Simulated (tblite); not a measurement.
Compound: C₅H₇P.
Geometry (GFN2-xTB, Å), atoms numbered from 1 in this order:
```xyz
13
C5H7P angstrom
C      2.179    0.929    0.655
C      2.409   -0.313    0.311
P      0.800   -0.161    1.177
C     -0.347    0.027   -0.270
C     -1.768    0.439   -0.004
C     -1.470   -0.961   -0.422
H      2.575    1.920    0.652
H      3.111   -0.971   -0.153
H      0.121    0.397   -1.178
H     -2.061    0.610    1.022
H     -2.251    1.101   -0.708
H     -1.741   -1.275   -1.419
H     -1.562   -1.741    0.320
```

Calculated harmonic vibrations of the isolated species, GFN2-xTB (tblite), most abundant isotopes, no scaling. Against measured fundamentals such values can be off by several per cent, at times by over 20. One conformer, not necessarily the lowest.

Harmonic wavenumbers (cm⁻¹): 34.0, 183.8, 187.0, 297.3, 342.3, 645.2, 655.0, 700.9, 702.9, 755.1, 805.4, 827.1, 880.2, 920.6, 950.1, 989.4, 1023.5, 1067.2, 1067.9, 1088.3, 1151.9, 1210.2, 1322.1, 1436.8, 1479.6, 1668.4, 2991.0, 3073.8, 3076.2, 3079.4, 3094.8, 3145.6, 3162.8.

A = 8039, B = 1837, C = 1794 MHz; mass 98.029 u (most abundant isotopes); point group Cs, symmetry number 1.

Problem. Zero-point energy?

Solution. Half the sum of the wavenumbers: 22008 cm⁻¹ = 263.27 kJ/mol.

Problem. Entropy at 298.15 K, 1 bar (ideal gas, RRHO, classical rotation)?

Solution. Translation 166.04, rotation 112.54, vibration 65.61: S = 344.2 J/(mol K).

Problem. And Cp and H(298.15 K) − H(0)?

Solution. Cp = 109.95 J/(mol K), of which vibrations give 76.69 (their classical limit is 33 R = 274.4); H(298.15 K) − H(0) = 20.24 kJ/mol without the zero-point energy, 10.32 from vibrations.

Problem. What must be added to the electronic energy to get the Gibbs energy at 298.15 K and 1 bar?

Solution. ZPE + [H(298.15 K) − H(0)] − T·S = 263.27 + 20.24 − 102.62 = 180.89 kJ/mol.

Problem. Which modes carry the vibrational entropy at 298.15 K?

Solution. 34.0 cm⁻¹: 23.35; 183.8 cm⁻¹: 9.58; 187.0 cm⁻¹: 9.44; 297.3 cm⁻¹: 5.99; 342.3 cm⁻¹: 5.03; 645.2 cm⁻¹: 1.58 J/(mol K); the other 27 give 10.63 together.

Hindered rotation and anharmonicity are outside this model. Other conformers, if any are populated, would add a mixing term that is left out.
